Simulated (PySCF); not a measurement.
**A small calculation by hand: oscillator strength and radiative lifetime**

C2H6O, SMILES COC.

Geometry optimised at PBE0-D3(BJ)/def2-TZVP.

TDDFT-M06-2X/def2-SVPD in PySCF puts the first singlet state with f over 0.02 at 7.40 eV (vertical), with the transition dipole (0.000, 0.397, 0.000) in atomic units.

Question: Find the oscillator strength, the wavelength and the radiative lifetime that this transition would have in vacuum if emission retraced absorption.

Answer: 
|μ|² = 0.1576 au, so |μ| = 1.01 D. ΔE = 7.40/27.211 = 0.2719 hartree. f = (2/3) ΔE |μ|² = 0.029 (the program prints 0.029).
λ = 1239.84/7.40 = 168 nm; ν = 59685 cm⁻¹.
Einstein's coefficient A = 0.6670 ν² f s⁻¹ (ν in cm⁻¹) = 6.8e7 s⁻¹, so τ = 1/A = 15 ns. This state is S1. The figure is the radiative limit of this one transition; relaxation, internal conversion, crossing to triplets and a medium change what is measured.
